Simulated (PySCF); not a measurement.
**Field gradients at the hydrogen positions**

Species: CH6PSi (charge -1).
Cartesian coordinates in Å at the GFN2-xTB level; atoms count from 1:
```xyz
9
CH6PSi angstrom
Si    -0.988    0.410    0.199
C      0.426   -0.759   -0.212
P      1.968   -0.217    0.696
H     -2.218    0.037   -0.556
H     -0.721    1.799   -0.196
H     -1.362    0.375    1.615
H      0.209   -1.771    0.141
H      0.626   -0.823   -1.285
H      2.072    0.955    0.000
```

Level: PBE0/pcSseg-1 (PySCF, non-relativistic); Q(2H) = 0.00286 b; rigid geometry, the same for H and D, with no vibrational averaging.

Problem. Rank these positions by the coupling χzz of a deuteron there, largest first.
A. H7 (methylene hydrogen)
B. H4 (Si–H hydrogen)
C. H9 (P–H hydrogen)
D. H6 (Si–H hydrogen)

Solution. A (216 kHz), C (171 kHz), D (114 kHz), B (101 kHz).

Problem. Tabulate Vzz, the asymmetry η and χzz = 234.96 MHz × Q × Vzz for every hydrogen position.

Solution. 
| atom | bonded to | bond length (Å) | Vzz (au) | η | χzz (kHz) |
| --- | --- | --- | --- | --- | --- |
| H4 | Si1 | 1.490 | 0.1505 | 0.01 | 101 |
| H5 | Si1 | 1.469 | 0.1657 | 0.03 | 111 |
| H6 | Si1 | 1.465 | 0.1696 | 0.04 | 114 |
| H7 | C2 | 1.093 | 0.3219 | 0.02 | 216 |
| H8 | C2 | 1.093 | 0.3214 | 0.04 | 216 |
| H9 | P3 | 1.368 | 0.2539 | 0.19 | 171 |

Problem. Average by the element that carries the hydrogen.

Solution. on Si: 109 kHz over 3 positions, mean bond length 1.475 Å; on C: 216 kHz over 2 positions, mean bond length 1.093 Å; on P: 171 kHz over 1 position, mean bond length 1.368 Å.

Isolated species at its GFN2-xTB geometry (one conformer only). The pcSseg-1 basis has no diffuse functions, a weakness for an anion. The HOMO energy is positive at this level (+1.21 eV), so the outermost electrons may be held by the finite basis alone. GFN2-xTB bond lengths can be off by several hundredths of an ångström, more for odd bonds, and the gradients follow them. With a basis this small, the couplings can be 20 % off.

The run behind these numbers computed NMR shieldings as well. Rough CPU time on one thread of a shared machine: about 16 s.
